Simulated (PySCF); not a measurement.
Compound: Si₂H₆.
Atom-mapped SMILES: `[SiH3:1][SiH3:2]` (hydrogens: H3, H4, H5 on Si1; H6, H7, H8 on Si2)

Method: PySCF, PBE0-D3(BJ)/def2-SVP geometry optimisation, gas phase; density fitting, grid level 1; the optimiser is geomeTRIC in internal coordinates, started from a GFN2-xTB structure with every atom displaced at random (about 0.03 Å).

Step 0: E = -15840.5344 eV
```
atom  x, y, z in Å  |  force x, y, z in eV/Å
Si1    -1.0844    0.0452   -0.0102   -2.022   1.293  -1.297
Si2     1.1313   -0.1198    0.0029    1.903   0.567  -0.377
H3     -1.8242   -0.6957   -1.1020    0.436  -0.056   0.096
H4     -1.4851    1.5077   -0.2640    0.283  -0.506   0.120
H5     -1.7730   -0.3197    1.2059   -0.188  -0.343   1.012
H6      1.5448   -1.4111    0.4945    0.229  -1.058   0.345
H7      1.8446    0.8681    0.8719   -0.300   0.133   0.134
H8      1.8024    0.0586   -1.3318   -0.340  -0.031  -0.034
```

**Question.** Estimate the geometry and energy of step 1. (The exact step hangs on the optimiser's Hessian estimate; all steps are aligned on step 0, rigid shifts and turns removed.)

**Answer.** E = -15840.7747 eV, largest force 0.758 eV/Å
```
atom  x, y, z in Å  |  force x, y, z in eV/Å
Si1    -1.1277    0.0885   -0.0290   -0.717   0.235  -0.065
Si2     1.1709   -0.1279    0.0005    0.679  -0.173   0.085
H3     -1.7803   -0.6972   -1.1228    0.141  -0.094  -0.009
H4     -1.4987    1.5195   -0.2764    0.079   0.005   0.027
H5     -1.7772   -0.3187    1.2585    0.153  -0.022   0.012
H6      1.5823   -1.4818    0.5024   -0.077   0.058  -0.046
H7      1.8142    0.8907    0.8908   -0.134   0.007   0.037
H8      1.7728    0.0600   -1.3569   -0.124  -0.016  -0.041
```

The energy changes by -0.2402 eV. The first-order estimate −F·Δx gives -0.4109 eV and the mean of the old and new forces, exact on a quadratic surface, -0.2445 eV. The step makes an angle of 43° with the force vector and moves no atom by more than 0.080 Å.

The cost below is that of the whole optimisation. The run took 17 s on one thread, Arm Neoverse N1 (aarch64), no GPU, shared host with 64 logical CPUs at a one-minute load of 56, and the process peaked at 0.28 GiB of memory.
